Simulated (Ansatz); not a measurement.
Calculated with Ansatz (gas phase, PBE0-D4/def2-TZVP geometries, no zero-point term in ΔE). CCSD(T)/CBS is the MP2 limit (def2-TZVPP, def2-QZVPP) plus CCSD(T) − MP2 in def2-TZVPP, frozen cores. This one scheme is used for every species. Functionals use def2-TZVPP. Each species was taken in one conformer, which may not be the lowest.

Reaction (hydrogenolysis of a C–C bond): `CC(F)(F)CCl` + H₂ → `CC(F)F` + `CCl`

`CC(F)(F)CCl`:

Cartesian coordinates in Å:
```
C 0.753 0.862 -0.648
C 0.311 -0.029 0.475
F 1.270 -0.961 0.724
F 0.190 0.709 1.622
C -1.025 -0.729 0.308
Cl -1.078 -1.755 -1.132
H 1.703 1.322 -0.376
H 0.011 1.642 -0.820
H 0.879 0.279 -1.559
H -1.815 0.015 0.226
H -1.199 -1.356 1.181
```

H₂:

Z-matrix (Å, degrees):
```
H
H 1 0.746
```

`CC(F)F`:

Z-matrix (Å, degrees):
```
C
C 1 1.497
H 1 1.091 2 109.4
H 1 1.091 2 109.9 3 -120.0
H 1 1.090 2 109.9 3 120.0
F 2 1.361 1 110.3 3 58.9
F 2 1.361 1 110.3 3 -59.0
H 2 1.095 1 114.0 3 180.0
```

`CCl`:

Z-matrix (Å, degrees):
```
C
Cl 1 1.773
H 1 1.088 2 108.6
H 1 1.087 2 108.7 3 -120.0
H 1 1.088 2 108.7 3 120.0
```

```tsv
level	ΔE (kJ/mol)
ωB97M-V	-40.3
MP2/CBS(def2)	-36.7
```

Question: What does CCSD(T)/CBS give? (Best estimate.)

Answer: The calculation gave: -40.7 kJ/mol. The listed levels differ from it by 0.4, 4.0 kJ/mol.

Largest T1 diagnostic among the species: 0.011.

The D4 term adds +13.1 kJ/mol with B3LYP and +7.2 kJ/mol with PBE0; it sums over pairs of atoms, weighted by their polarisabilities, and B3LYP, whose exchange is more repulsive, gets the larger term. In def2-TZVPP, CCSD(T) changes the Hartree–Fock value by +28.7 kJ/mol (the triples alone add +5.9 kJ/mol) and MP2 by +32.7 kJ/mol.

B3LYP here is the variant with VWN-RPA as its local correlation; programs differ in this.
